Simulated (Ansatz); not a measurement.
The input, for Ansatz 0.2.0:

```yaml
crystal:
  periodic: [false, false, false]
  atoms:
    - {symbol: O, position_ang: [0.000000, -0.122039, 0.074000]}
    - {symbol: H, position_ang: [0.000000, 1.475483, -2.010178]}
    - {symbol: H, position_ang: [0.000000, 0.461689, 0.835550]}
basis:
  gaussian: {orbitals: cc-pVTZ}
magnetization: {spin_polarized: false}
correlation: {method: ccsd, electrons: valence}
```

```sh
$ ansatz run in.yaml --threads 1 --pin off --events-out ev --progress --plain --max-ram 2393MiB
```

Output:

```
328 factors; integrals over basis functions are off by at most 1.5e-3 eV
mean field evaluation 1: about -2053.6086 eV, gradient 4.8e1 eV
mean field evaluation 2: about -2053.6087 eV, gradient 4.8e1 eV
mean field evaluation 4: about -2060.6269 eV, gradient 5.5e0 eV
mean field evaluation 8: about -2060.9938 eV, gradient 1.3e-1 eV
mean field evaluation 16: about -2053.6083 eV, gradient 4.8e1 eV
mean field evaluation 32: about -2058.5127 eV, gradient 1.2e1 eV
mean field evaluation 64: about -2055.3355 eV, gradient 8.2e0 eV
mean field evaluation 96: about -2060.9366 eV, gradient 4.7e0 eV
mean field -2060.98770404 eV, -75.7399011357 hartree, gradient 2.3e-6 eV, S^2 0.000000; 2 other end points of the search recorded, 0 dependent functions left out; unrestricted orbitals would lower it
mean field evaluation 128: about -2065.8779 eV, gradient 1.9e-2 eV
determinant -2060.98770404 eV, -75.7399011357 hartree, with singles and doubles -2071.21156278 eV, -76.1156210145 hartree
determinant -2057.97852234 eV, -75.6293157480 hartree, with singles and doubles -2068.87364077 eV, -76.0297039653 hartree
mean field evaluation 160: about -2064.6676 eV, gradient 7.8e0 eV
mean field evaluation 192: about -2065.7261 eV, gradient 6.7e0 eV
mean field evaluation 224: about -2065.8764 eV, gradient 2.2e-1 eV
mean field evaluation 256: about -2065.8269 eV, gradient 4.6e-2 eV
unrestricted determinant -2065.87785687 eV, -75.9196109376 hartree, S^2 0.9945
1 core orbitals not correlated: weight in the atoms' cores, before any rotation towards them, 1.000 or more for the frozen orbitals, at most 0.000 for the correlated occupied ones
reference -2060.98770404 eV, -75.7399011357 hartree; 4, 4 occupied and 53, 53 virtual orbitals, 328 factors
second order -9.39240708 eV of doubles, -0.00000000 eV of singles
cycle   1  -8.20622306 eV  change    -1.2e0 eV  update   1.2e-1
cycle   2  -8.79413149 eV  change   -5.9e-1 eV  update   9.1e-2
cycle   3  -9.14311776 eV  change   -3.5e-1 eV  update   7.2e-2
cycle   4  -9.39451427 eV  change   -2.5e-1 eV  update   5.7e-2
cycle   5  -10.22386402 eV  change   -8.3e-1 eV  update   4.4e-2
cycle   6  -10.09039124 eV  change    1.3e-1 eV  update   6.6e-3
cycle   7  -10.11879786 eV  change   -2.8e-2 eV  update   5.6e-3
cycle   8  -10.18042092 eV  change   -6.2e-2 eV  update   3.3e-3
cycle   9  -10.16007082 eV  change    2.0e-2 eV  update   2.2e-3
cycle  10  -10.14758678 eV  change    1.2e-2 eV  update   7.4e-4
cycle  11  -10.15622101 eV  change   -8.6e-3 eV  update   5.5e-4
cycle  12  -10.15564822 eV  change    5.7e-4 eV  update   7.5e-5
cycle  13  -10.15565688 eV  change   -8.7e-6 eV  update   2.1e-5
cycle  14  -10.15557530 eV  change    8.2e-5 eV  update   9.3e-6
cycle  15  -10.15557065 eV  change    4.7e-6 eV  update   2.4e-6
cycle  16  -10.15557065 eV  change   -1.5e-9 eV  update   9.7e-7
WARN: the results are in doubt because among natural orbitals full CI differs from the method by -0.161 eV
Total energy: -2071.14327469 eV, -76.1131114734 hartree
In doubt: among natural orbitals full CI differs from the method by -0.161 eV
```

Ran on 1 thread of Arm Neoverse V2, shared host: 1.8 s wall, 0.12 GiB peak host memory.
